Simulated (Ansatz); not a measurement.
# C3H8N2: one species, many methods

One table from this session's results is given with a row withheld; the runs are named, their logs left out.

Computed with Ansatz 0.2.0, Gaussian basis. Level: functionals in def2-TZVPP, the program's frozen cores in correlated methods.

Levels to be run: LDA (SPW92), PBE-D4, revPBE-D4, BLYP-D4, r2SCAN-D4, B97M-V, PBE0-D4, B3LYP-D4, r2SCANh-D4, r2SCAN0-D4, HSE06-D4, BHLYP-D4, CAM-B3LYP-D4, LC-ωPBE, ωB97X-V, ωB97M-V, B2PLYP, PBE-QIDH; CCSD(T)/def2-SVP; CCSD(T)/def2-TZVPP; MP2/def2-QZVPP; extrapolation to the limit; RPA on PBE.

## The relaxed structure

An earlier PBE0-D4 in a triple-zeta def2 set relaxation fixed the geometry.

13 atoms, charge 0, spin multiplicity 1.

Atoms are counted from 1 here; the program's logs count them from 0.

Bond lengths: C1–N2 1.436 Å, C1–H6 1.094 Å, C1–H7 1.095 Å, C1–H8 1.102 Å, N2–C3 1.266 Å, C3–N4 1.360 Å, C3–H9 1.100 Å, N4–C5 1.440 Å, N4–H10 1.004 Å, C5–H11 1.096 Å, C5–H12 1.091 Å, C5–H13 1.090 Å. Angles: N2–C1–H6 110.1°, N2–C1–H7 110.2°, N2–C1–H8 113.7°, H6–C1–H7 106.7°, H6–C1–H8 108.1°, H7–C1–H8 107.9°, C1–N2–C3 117.4°, N2–C3–N4 123.0°, N2–C3–H9 123.3°, N4–C3–H9 113.7°, C3–N4–C5 120.4°, C3–N4–H10 116.4°, C5–N4–H10 117.8°, N4–C5–H11 112.4°, N4–C5–H12 109.5°, N4–C5–H13 109.1°, H11–C5–H12 107.3°, H11–C5–H13 109.4° and more.

Coordinates:

| atom | x (Å) | y (Å) | z (Å) |
| --- | --- | --- | --- |
| C1 | -1.9422 | -0.3873 | 1.0366 |
| N2 | -0.8339 | -0.2579 | 0.1328 |
| C3 | 0.2091 | 0.3129 | 0.5673 |
| N4 | 1.2994 | 0.5553 | -0.2088 |
| C5 | 1.3882 | 0.0025 | -1.5356 |
| H6 | -2.2276 | -1.4396 | 1.1321 |
| H7 | -2.8161 | 0.1403 | 0.6408 |
| H8 | -1.7377 | 0.0048 | 2.0458 |
| H9 | 0.3088 | 0.6858 | 1.5971 |
| H10 | 2.1561 | 0.7541 | 0.2745 |
| H11 | 1.3988 | -1.0934 | -1.5309 |
| H12 | 0.5230 | 0.3169 | -2.1205 |
| H13 | 2.2947 | 0.3707 | -2.0162 |

The first run:

Input file in.yaml:

```yaml
crystal:
  periodic: [false, false, false]
  atoms:
    - {symbol: C, position_ang: [-1.942170, -0.387285, 1.036570]}
    - {symbol: N, position_ang: [-0.833887, -0.257897, 0.132764]}
    - {symbol: C, position_ang: [0.209110, 0.312881, 0.567265]}
    - {symbol: N, position_ang: [1.299368, 0.555289, -0.208797]}
    - {symbol: C, position_ang: [1.388209, 0.002545, -1.535587]}
    - {symbol: H, position_ang: [-2.227605, -1.439559, 1.132103]}
    - {symbol: H, position_ang: [-2.816106, 0.140341, 0.640786]}
    - {symbol: H, position_ang: [-1.737675, 0.004769, 2.045829]}
    - {symbol: H, position_ang: [0.308781, 0.685841, 1.597054]}
    - {symbol: H, position_ang: [2.156096, 0.754140, 0.274544]}
    - {symbol: H, position_ang: [1.398839, -1.093422, -1.530895]}
    - {symbol: H, position_ang: [0.523032, 0.316884, -2.120528]}
    - {symbol: H, position_ang: [2.294708, 0.370671, -2.016208]}
basis:
  gaussian: {orbitals: def2-TZVPP}
hamiltonian: {xc: lda}
output: {orbitals: {seedname: orbitals}}
```

Launch:

```sh
ansatz run in.yaml --threads 4 --pin off --events-out ev --progress --plain --max-ram 10444MiB
```

Among the steps run: LDA; PBE-D4 (GGA); revPBE-D4 (GGA); BLYP-D4 (GGA); r2SCAN-D4 (meta-GGA); B97M-V (meta-GGA); PBE0-D4 (hybrid); B3LYP-D4 (hybrid); r2SCANh-D4 (hybrid); r2SCAN0-D4 (hybrid); HSE06-D4 (hybrid); BHLYP-D4 (hybrid); CAM-B3LYP-D4 (range-separated); LC-ωPBE (range-separated); ωB97X-V (range-separated); ωB97M-V (range-separated); B2PLYP (double hybrid); PBE-QIDH (double hybrid).

One table of the session follows, with a row left open; its other results are not shown here.

It belongs to the step «Orbital energies across the functionals». 

| functional | HOMO (eV) | LUMO (eV) | gap (eV) |
| --- | --- | --- | --- |
| LDA (SPW92) | -5.26 | -0.24 | 5.03 |
| PBE-D4 | -5.12 | -0.01 | 5.10 |
| revPBE-D4 | -5.06 | 0.08 | 5.13 |
| BLYP-D4 | -5.00 | 0.09 | 5.09 |
| r2SCAN-D4 | -5.32 | 0.23 | 5.55 |
| B97M-V | -5.41 | 0.28 | 5.68 |
| PBE0-D4 | ? | ? | ? |
| B3LYP-D4 | -6.12 | 0.76 | 6.88 |
| r2SCANh-D4 | -5.77 | 0.62 | 6.39 |
| r2SCAN0-D4 | -6.46 | 1.19 | 7.65 |
| HSE06-D4 | -5.91 | 0.66 | 6.57 |
| BHLYP-D4 | -7.43 | 1.76 | 9.20 |
| CAM-B3LYP-D4 | -7.64 | 1.92 | 9.56 |
| LC-ωPBE | -8.95 | 3.24 | 12.19 |
| ωB97X-V | -8.61 | 3.06 | 11.67 |
| ωB97M-V | -8.54 | 2.56 | 11.10 |

Q: Estimate the row for PBE0-D4 from the others.

The run gave: HOMO (eV): -6.31; LUMO (eV): 1.04; gap (eV): 7.35. In the column «HOMO (eV)» it lies between r2SCAN0-D4 (-6.46) and B3LYP-D4 (-6.12).
